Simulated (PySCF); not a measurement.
Gas-phase reaction: 4 BF2 + H2O ⇌ BF2OH + 2 BF3 + BH

Energies from PySCF (xtb for GFN2), thermal terms from the rigid-rotor harmonic-oscillator model, ideal gas at 1 bar. † marks an energy on the PBE0/def2-TZVP geometry and frequencies; other levels use their own. MP2 and CCSD(T) freeze the core. 6-31G* has spherical d functions here. Open shells (unrestricted): BF2 (multiplicity 2); the rest are closed-shell singlets. GFN2 has no spin-polarisation term. BF2OH: computed as isolated molecules; such fragments, hydroxides, amides, oligomers or adducts are transient or little studied in the gas. MP2 isn't extrapolated to the basis-set limit; its ΔH°(298 K) is -688.9 kJ in def2-SVP and -659.2 kJ in def2-TZVPP. CCSD(T) isn't extrapolated to the basis-set limit; its ΔH°(298 K) is -724.5 kJ in def2-SVP and -695.2 kJ in def2-TZVPP. The harmonic model lacks anharmonicity and excited electronic states, which grow with temperature; levels with a mode under 35 cm⁻¹ are left out. Internal rotation in BF2OH is treated as a harmonic vibration of one conformer, which makes the entropy rough.

| level | ΔE electronic, kJ | ΔH°(298 K), kJ | ΔS°(298 K), J/K | ΔG°(1800 K), kJ |
|---|---|---|---|---|
| CCSD(T)/def2-SVP† | -730 | -725 | -221 | -346 |
| GFN2-xTB | -739 | -732 | -218 | -364 |
| HF/6-31G* | -615 | -608 | -224 | -222 |
| HF/def2-TZVP† | -559 | -553 | -221 | -175 |
| MP2/def2-SVP† | -695 | -689 | -221 | -311 |
| PBE0/def2-QZVP† | -615 | -609 | -221 | -231 |
| r2SCAN/def2-TZVP† | -593 | -587 | -221 | -209 |
| ωB97M-V/def2-TZVP† | -710 | -705 | -221 | -326 |
ΔH° is lowest at GFN2-xTB and highest at HF/def2-TZVP†. No reference value is set beside these.
